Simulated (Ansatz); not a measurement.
# C₂H₃F₂N: how energies converge with the basis set

How large a basis does C₂H₃F₂N need? Two functionals are run in growing sets.

Computed with Ansatz 0.2.0, Gaussian basis. Level: one geometry, several basis sets.

Plan: PBE0-D4/def2-SVP; ωB97M-V/def2-SVP; PBE0-D4/def2-QZVPP; ωB97M-V/def2-QZVPP; the functionals' def2-TZVPP values are taken from earlier runs.

### 1 Structure used throughout

An earlier PBE0-D4 in a triple-zeta def2 set relaxation fixed the geometry.

SMILES `N=CC(F)F`, 8 atoms, charge 0, spin multiplicity 1.

Atoms are counted from 1 here; the program's logs count them from 0.

Bond lengths: N1–C2 1.258 Å, N1–H6 1.020 Å, C2–C3 1.501 Å, C2–H7 1.096 Å, C3–F4 1.357 Å, C3–F5 1.357 Å, C3–H8 1.092 Å. Angles: C2–N1–H6 111.4°, N1–C2–C3 119.1°, N1–C2–H7 126.0°, C3–C2–H7 114.9°, C2–C3–F4 109.3°, C2–C3–F5 109.3°, C2–C3–H8 112.2°, F4–C3–F5 107.2°, F4–C3–H8 109.4°, F5–C3–H8 109.4°.

### 2 PBE0-D4 in def2-SVP

in.yaml reads:

```yaml
crystal:
  periodic: [false, false, false]
  atoms:
    - {symbol: N, position_ang: [-1.229514, 0.897474, 0.254275]}
    - {symbol: C, position_ang: [-0.122577, 0.523140, -0.212947]}
    - {symbol: C, position_ang: [0.420659, -0.818554, 0.184304]}
    - {symbol: F, position_ang: [0.610871, -1.571759, -0.927936]}
    - {symbol: F, position_ang: [1.633355, -0.654791, 0.770105]}
    - {symbol: H, position_ang: [-1.485896, 1.822070, -0.090479]}
    - {symbol: H, position_ang: [0.510639, 1.092093, -0.903766]}
    - {symbol: H, position_ang: [-0.245235, -1.346773, 0.870544]}
basis:
  gaussian: {orbitals: def2-SVP}
hamiltonian: {xc: pbe0, dispersion: d4}
output: {orbitals: {seedname: orbitals}}
```

After this run come: ωB97M-V in def2-SVP; PBE0-D4 in def2-QZVPP; ωB97M-V in def2-QZVPP.

Q: Predict the results of all the runs planned. Wanted: PBE0-D4: double and triple zeta above quadruple; ωB97M-V: double and triple zeta above quadruple.

The runs gave:

| quantity | value |
| --- | --- |
| PBE0-D4: double and triple zeta above quadruple | 11.27, 0.48 eV |
| ωB97M-V: double and triple zeta above quadruple | 11.55, 0.45 eV |

What this shows: PBE0-D4 gains 10.79 eV from double to triple zeta, then 0.48 eV more. Total energies overstate the basis error of differences, where much of it tends to cancel.
